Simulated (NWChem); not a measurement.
**Basis-set convergence for nitrogen (N₂)**

```xyz
2

N      0.0000     0.0000     0.5489
N      0.0000     0.0000    -0.5489
```
Charge 0, spin multiplicity 1.

Program: NWChem. The geometry was optimised at PBE0/def2-SVP, a minimum by its harmonic frequencies.

Quantity: vertical ionisation energy at the level ΔMP2 (Δ: difference of total energies, the cation a doublet at the parent's geometry with its hole in an orbital of symmetry ag (D2h labels); it is the state that the SCF runs reached, from PBE0 orbitals for Hartree-Fock references, and need not be the lowest).

The correlated methods keep 2 core orbitals frozen. No SCF solution was tested for a lower state. Open-shell Hartree-Fock references start from PBE0 orbitals.

```csv
basis,functions,vertical ionisation energy (eV)
STO-3G,10,13.30
3-21G,18,14.35
pcseg-1,28,[?]
aug-cc-pVDZ,46,[?]
aug-pcseg-1,46,15.24
cc-pVTZ,60,[?]
def2-TZVPP,62,15.32
def2-TZVP,62,15.32
aug-cc-pVTZ,92,15.37
```

### Question
Complete the blanks.

### Answer

- pcseg-1, vertical ionisation energy (eV): 15.12
- aug-cc-pVDZ, vertical ionisation energy (eV): 15.21
- cc-pVTZ, vertical ionisation energy (eV): 15.29
